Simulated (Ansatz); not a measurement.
Elastic constant C33 of some solids

Method: PBEsol (plane waves, PAW; Ansatz, a first-principles code). References are measured values corrected to a static lattice or taken at low temperature (these still hold zero-point motion).

Values in GPa.

```csv
solid,reference,PBEsol,error (%)
hcp Be,342,388,+13.5
hcp Os,843†,890,+5.6
L1₀ (CuAu-type) TiAl,183†,178,-2.7
hcp Mg,66.5,72.2,+8.6
hcp Zr,172,172,0.0
hcp Y,80.1,85.2,+6.4
hcp Zn,68.5,82.8,+21
hcp Ti,191,198,+3.7
```

Over these 8 solids the mean error is +7.0 %, the mean absolute error 7.7 % (median 6.0 %), and the worst case hcp Zn at +21 %; the value is too high in 6 of 8 cases.

All these references are low-temperature values that still hold zero-point motion.

Spin–orbit coupling is left out, also for the solids with elements from indium on (hcp Os); its size isn't shown.

† marks references with one source in our tables, § those from which another value on file, of any temperature, differs by over 15 %.

Differences are worked out from the printed values.

Each level is taken at its own relaxed cell. Ansatz's density-functional and Hartree–Fock values are scalar-relativistic unless marked +SOC, with PAW data made under PBE.

Ansatz's runs of these crystals have no spin polarisation.

Not in this set, of the solids of all kinds but layered and molecular ones with a reference value in our tables and a result at some level: 25 for a reference at room or unstated temperature (corundum (α-Al2O3), wurtzite AlN, chalcopyrite CdGeAs2, wurtzite CdS, hcp Cd and 20 more); 1 for a high-temperature or high-pressure phase (wurtzite ZnS). These can be a level's worst cases. At least 6 more with a reference value are held back for tests. The metals Ce to Yb are counted apart.

References as tabulated in Elastic Constants of Single Crystal Beryllium, J. Appl. Phys., doi …; Liu et al. (2023), arXiv:2002.00005; Qi et al. (2023), arXiv:2305.11825; Ibrahim et al. (2023), arXiv:2305.03577 and others.
